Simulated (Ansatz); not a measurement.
**Property card for Ti2C**

Level of theory: DFT r2SCAN, scalar-relativistic, plane waves, PAW (Ansatz).

Settings: cutoff 500 eV, Γ-centred mesh 8×8×8 on the computed 12-atom cell, Gaussian smearing of 0.10 eV; no spin polarisation.

The structure is relaxed at this level of theory with its symmetry kept. Whether it is the stable form of this composition wasn't checked.

Space group Fd-3m:1 (No. 227). a = 8.620 Å, b = 8.620 Å, c = 8.620 Å, α = 90.00°, β = 90.00°, γ = 90.00°
```
atom site symmetry x y z
  Ti   32e       .3m  0.8813  0.1187  0.1187
   C   16c      .-3m  0.1250  0.1250  0.1250
```

* Space group: Fd-3m (No. 227)
* Volume per atom: 13.35 Å³
* Formation energy from the elements' standard states (uncorrected): -0.758 eV/atom
* Generalised Kohn–Sham band gap: none (metal)
* Density of states at the Fermi level: 5.17 states/eV per cell
* Löwdin character within 0.5 eV of the Fermi level: Ti 3d 91 %
* Bulk modulus: 148 GPa
* Its pressure derivative: 4.3